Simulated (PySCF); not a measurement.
Molecule: `CB`, CH5B.

Structure with atom numbers: `[BH2:1][CH3:2]` (H(Xn): hydrogen on atom n).

Geometry PBE0-D3(BJ)/def2-SVP throughout; GIAO in PySCF, gas phase, one conformer, non-relativistic; equivalent atoms averaged; functional PBE0.

Question: How do the absolute shieldings σ depend on the basis set? (ppm; last column core-seconds on shared hosts with different chips, so compare them loosely)

Answer: 
```tsv
basis set	functions	B1	C2	H(B1)	H(C2)	core-s
STO-3G	15	35.8	218.4	25.09	31.21	1.3
6-31G	28	30.8	182.1	23.73	30.92	2.5
pcSseg-1	59	10.5	165.4	23.44	29.88	2.1
pcSseg-2	142	5.0	167.9	23.40	29.90	7.3
```

Question: Which nucleus moves most, in ppm?

Answer: C2 (methyl carbon bonded to B): from 165.4 ppm with pcSseg-1 to 218.4 ppm with STO-3G. The smallest spread is 1.33 ppm, at H(C2). Proton shifts span only some 12 ppm, so a few tenths of a ppm matter as much there as several ppm in carbon.

Question: Taking the largest basis, pcSseg-2 (142 functions), as the yardstick, rank the others by their worst heavy-atom deviation.

Answer: pcSseg-1 5.5 ppm (59 functions), 6-31G 25.8 ppm (28 functions), STO-3G 50.4 ppm (15 functions).

A small basis that lands close on one nucleus may do so by chance; judge by the trend and by all nuclei.
